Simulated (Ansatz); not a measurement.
`CCC(C)=N`, relaxed with RKS PBE0-D4/def2-TZVP in Ansatz 0.2.0 from a PBE-D4/def2-SVP geometry. The force threshold is 0.005 eV/Å; the program also tests the step.

The species carries charge 0 and has multiplicity 1.

Start:

```xyz
14

C     0.190   -0.006   -1.768
C     0.807    0.515   -0.460
C    -0.146    0.436    0.720
C    -0.404   -0.946    1.283
N    -0.670    1.527    1.151
H     0.902    0.101   -2.610
H    -0.087   -1.078   -1.704
H    -0.725    0.566   -2.024
H     1.093    1.579   -0.574
H     1.730   -0.062   -0.228
H    -0.752   -1.645    0.493
H    -1.162   -0.923    2.091
H     0.535   -1.378    1.691
H    -1.311    1.315    1.939
```

Problem. By how much does the energy fall, and how many steps does the optimiser take? (Best estimate.)

Solution. Ansatz gave: 1.48 kcal/mol, in 25 steps, 3 of them rejected.

Problem. Which bonds change most? (An estimate is asked.)

Solution. Ansatz gave: C1–H7 from 1.110 to 1.092 Å; C4–H13 from 1.111 to 1.094 Å; C4–H11 from 1.111 to 1.094 Å; C3–N5 from 1.285 to 1.268 Å.

Problem. Give the relaxed structure. (Best estimate.)

Solution. Ansatz gave: 
```xyz
14

C     0.235   -0.073   -1.724
C     0.786    0.567   -0.454
C    -0.144    0.458    0.722
C    -0.456   -0.929    1.210
N    -0.608    1.524    1.228
H     0.921    0.083   -2.559
H     0.096   -1.151   -1.612
H    -0.728    0.366   -1.994
H     0.979    1.628   -0.617
H     1.739    0.092   -0.193
H    -0.997   -1.494    0.446
H    -1.065   -0.903    2.115
H     0.465   -1.481    1.418
H    -1.222    1.313    2.015
```
